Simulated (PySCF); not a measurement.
Species: C₂F₃N (charge 0, singlet). SMILES: N#CC(F)(F)F
Geometry: optimised at B3LYP-D3(BJ)/def2-TZVP (Ansatz).

Dispersion corrections to the total energy (kcal/mol) from the dftd3 and dftd4 libraries through PySCF: D3(BJ) without and D4 with the three-body term, each with the damping fitted for the functional named.

```
functional  D3(BJ)     D4
----------  ------  -----
CAM-B3LYP    -1.53  -1.92
PBE          -2.10  -2.34
HF          -18.73  -9.31
TPSSh        -2.37  -2.88
BP86           [?]  -3.01
LC-wPBE        [?]  -2.57
r2SCAN       -0.55    [?]
```

Task: Some entries are withheld; supply them.

Result: 
- BP86, D3(BJ): -3.19
- LC-wPBE, D3(BJ): -1.88
- r2SCAN, D4: -0.57
